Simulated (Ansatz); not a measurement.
## Rhombohedral A7 Sb: elastic constant C44 by level of theory

No measured value is used here.

```json
[
 {"level (code)": "LDA (Ansatz)", "value (GPa)": "41.7", "cell (Å³/atom)": "29.13"},
 {"level (code)": "PBE (Ansatz)", "value (GPa)": "26.5", "cell (Å³/atom)": "31.86"},
 {"level (code)": "PBEsol (Ansatz)", "value (GPa)": "39.1", "cell (Å³/atom)": "29.79"}
]
```

LDA, PBE, PBEsol: the cell comes from a level without a dispersion term, which matters for the spacing of layers, chains or molecules. Each level is taken at its own relaxed cell. Ansatz's density-functional and Hartree–Fock values are scalar-relativistic unless marked +SOC, with PAW data made under PBE.

Ansatz is a program for electronic structure.
